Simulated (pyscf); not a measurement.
**Four-centre exchange: H₃C–B(CH₃)–CH₃ + NH₃ → CH₄ + H₃C–B(CH₃)–NH₂**

Gas phase, singlet surface, charge 0. Bonds broken: C1–B2, N14–H15. Bonds formed: C1–H15, B2–N14. Structures and frequencies: ωB97X-D3(BJ)/def2-SVP in PySCF.

Transition state (Å):

```xyz
17

C      0.7788     0.6895    -0.8921
B     -0.2985    -0.0632     0.4438
C     -1.5258    -0.7648    -0.3112
C     -0.5826     1.1057     1.5028
H      1.0251     0.1061    -1.7953
H     -0.0448     1.3640    -1.1605
H      1.6376     1.3238    -0.6145
H     -1.2039    -1.5072    -1.0628
H     -2.1747    -0.0364    -0.8251
H     -2.1539    -1.2965     0.4262
H     -1.1865     1.9228     1.0747
H     -1.1497     0.6956     2.3579
H      0.3408     1.5559     1.9083
N      0.7572    -1.1298     0.9946
H      1.0578    -0.3114    -0.0053
H      0.5547    -2.1097     0.8250
H      1.1273    -0.9742     1.9268
```

One imaginary mode, 1459i cm⁻¹; descent along it reached the two sides named, in the forms told below.

```tsv
bond	change	reactant side (Å)	saddle	product side
C1–B2	breaks	1.626	1.874	3.7
N14–H15	breaks	1.021	1.327	2.8
C1–H15	forms	2.575	1.366	1.099
B2–N14	forms	1.727	1.599	1.407
```

Electronic energies relative to the separated reactants (eV):

| level | barrier | reaction energy | reverse barrier |
|---|---|---|---|
| ωB97X-D3(BJ)/def2-TZVP | 1.00 | -1.38 | 2.38 |
| PBE/def2-TZVP | 0.80 | -1.41 | 2.21 |
| r²SCAN/def2-TZVP | 0.86 | -1.42 | 2.28 |
| B3LYP-D3(BJ)/def2-TZVP | 1.04 | -1.44 | 2.48 |
| PBE0-D3(BJ)/def2-TZVP | 0.81 | -1.40 | 2.20 |
| M06-2X/def2-TZVP | 0.90 | -1.46 | 2.36 |
| ωB97M-D3(BJ)/def2-TZVP | 0.97 | -1.41 | 2.37 |
| HF/def2-TZVP | 1.95 | -1.43 | 3.38 |

With ωB97M-D3(BJ)/def2-TZVP energies and thermal terms (ideal gas, 1 atm, RRHO with modes under 100 cm⁻¹ raised to 100, one conformer, R ln 2 for chiral ones without a mode under 150 cm⁻¹), in eV:

```
T (K)   ΔH‡   ΔG‡     ΔH     ΔG
-----  ----  ----  -----  -----
298    0.93  1.48  -1.37  -1.28
600    0.94  2.04  -1.38  -1.18
900    0.97  2.59  -1.39  -1.08
1200   1.00  3.12  -1.39  -0.98
```

On the reactant side the descent ends in an adduct with a B–N contact, 0.68 eV under the separated species and 1.68 eV under the saddle at ωB97X-D3(BJ)/def2-TZVP. What is counted as formed (B–N) is already present as a longer contact in the reactant adduct; forming that adduct is a step of its own. This is the saddle that the search found; another between the same sides may lie lower.
